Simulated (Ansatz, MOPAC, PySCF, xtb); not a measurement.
Barrier height from HO + C2H6 (SMILES CC) to the transition structure C2H7O, without zero-point energy, on the benchmark's geometries as Psi4's copy of the set gives them.
Transition structure (charge 0, multiplicity 2, Z-matrix in Å and degrees):
```
C
H 1 1.0878
H 1 1.0881 2 110.78
H 1 1.2048 2 104.19 3 113.23
O 4 1.3300 2 146.90 1 175.40
H 5 0.9669 4 96.80 2 -88.74
C 1 1.5129 2 114.31 3 -130.45
H 7 1.0891 1 111.17 2 -175.83
H 7 1.0891 8 108.09 1 -122.25
H 7 1.0924 8 107.89 9 -116.37
```
Reactant (charge 0, multiplicity 2):
| atom | x (Å) | y (Å) | z (Å) |
|---|---|---|---|
| O | 0.0000 | 0.0000 | 0.0000 |
| H | 0.9689 | 0.0000 | 0.0000 |
Reactant (charge 0, multiplicity 1):
| atom | x (Å) | y (Å) | z (Å) |
|---|---|---|---|
| C | 0.0000 | 0.0000 | -0.7631 |
| C | 0.0000 | 0.0000 | 0.7631 |
| H | 0.0000 | -1.0161 | 1.1583 |
| H | -0.8790 | -0.5096 | -1.1583 |
| H | -0.8799 | 0.5080 | 1.1583 |
| H | 0.8799 | 0.5080 | 1.1583 |
| H | -0.0018 | 1.0161 | -1.1583 |
| H | 0.8808 | -0.5065 | -1.1583 |

Open shells are unrestricted; no spin–orbit coupling.

The state reached by PM7 isn't checked; PM7 holds dispersion and hydrogen-bond terms.

Run with Ansatz (an electronic-structure program); MOPAC for PM7 (differences of heats of formation); PySCF for the dispersion terms; xtb for the GFN methods. Each number belongs to the level named beside it. The GFN methods have no spin term and hold the electronic entropy of 300 K.

**Question.** One of these levels gives 1.05 kcal/mol for the barrier height. Which?
(A) GFN1-xTB
(B) BLYP-D4/def2-TZVPPD
(C) PM7
(D) BHLYP/def2-TZVPPD

**Answer.** C, PM7. The others give -34.32 (GFN1-xTB), -7.04 (BLYP-D4/def2-TZVPPD), 7.27 (BHLYP/def2-TZVPPD)
